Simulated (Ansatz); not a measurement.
Scan of BH$_{2}$⁻, triplet

Starting geometry (PBE0/def2-TZVPD stationary point for this spin, not checked as a minimum):

```csv
atom,x (Å),y (Å),z (Å)
B,0.0000,-0.0819,0.0000
H,0.0000,0.4392,-1.0911
H,0.0000,0.4392,1.0911
```

From there all distances are scaled together; atoms are numbered as listed. Energies are in kJ/mol, counted from the starting geometry at the same level.

Basis 6-31++G** (Cartesian d functions); Ansatz 0.2.0. Correlated methods freeze the noble-gas cores. R marks a restricted (for open shells ROHF) determinant, U an unrestricted one. Active spaces: valence = (6e, 6o) chosen from the atoms' valence shells.

Unrestricted rows (U) aren't spin-pure: their determinants' ⟨S²⟩ exceeds S(S+1) by up to 0.40, so they mix in states of higher spin. Coupled cluster chose its determinant by trial CCSD, here up to 0.84 eV above the lowest Hartree–Fock solution of its kind. Runs in a small pair space aren't shown, since their orbitals change along the scan. A value is left out where its run failed or describes another state than the reference as far as symmetry and spin tell, or, spin-broken singlets apart, can't be checked.

Full CI is exact within this basis and frozen core; it isn't the basis-set limit. The frozen core follows each run's orbitals, which can shift R against U totals by a few meV.

| scale of all distances | full CI | unpaired electrons (full CI) | error RCCSD | error UCCSD(T) | error BCCD(T) | error RCCSDT | error RCCSDT(Q) | error MRCISD+Q (valence space) |
| --- | --- | --- | --- | --- | --- | --- | --- | --- |
| 0.873 | 61.7 | 2.02 | -0.9 | -0.2 | -0.2 | 0.0 | 0.0 | -0.2 |
| 1.000 | 0.0 | 2.02 | 0.0 | 0.0 | 0.0 | 0.0 | 0.0 | 0.0 |
| 1.109 | 32.8 | 2.03 | 1.1 | 0.2 | 0.3 | 0.0 | 0.0 | 0.3 |
| 1.323 | 176.4 | 2.05 | 4.4 | 1.2 | 1.2 | 0.1 | 0.1 | 1.1 |
| 1.479 | 286.1 | 2.09 | 8.1 | 2.5 | 2.4 | 0.2 | 0.1 | 1.6 |
| 1.721 | 417.0 | 2.17 | 14.8 | 5.6 | 4.9 | 0.7 | 0.4 | 2.1 |
| 1.961 | 495.4 | 2.25 | 16.4* | 6.8 | 6.7* | 0.9* | 0.3* | 1.2 |
| 2.354 | 560.0 | 2.36 | 14.6* | 6.6* | 7.5* | 1.0* | 0.1* | – |

An asterisk marks runs whose energy the program itself flagged as in doubt.

Unpaired electrons are Σ n²(2−n)² over natural occupations. Errors are those of relative energies. In total energy the starting point itself misses full CI by: RCCSD 7.6, UCCSD(T) 1.6, BCCD(T) 1.6, RCCSDT 0.2, RCCSDT(Q) 0.0, MRCISD+Q (valence space) 1.4 kJ/mol.

Spread of the error over the points with a reference, to 2.354 (largest less smallest): RCCSDT(Q) 0.4, RCCSDT 1.0, MRCISD+Q (valence space) 2.3 (7 of 8 points), UCCSD(T) 7.0, BCCD(T) 7.7, RCCSD 17.3 kJ/mol.

Going outwards, the relative energy of UCCSD(T) first misses by more than 4.2 kJ/mol (1 kcal/mol) at 1.721.
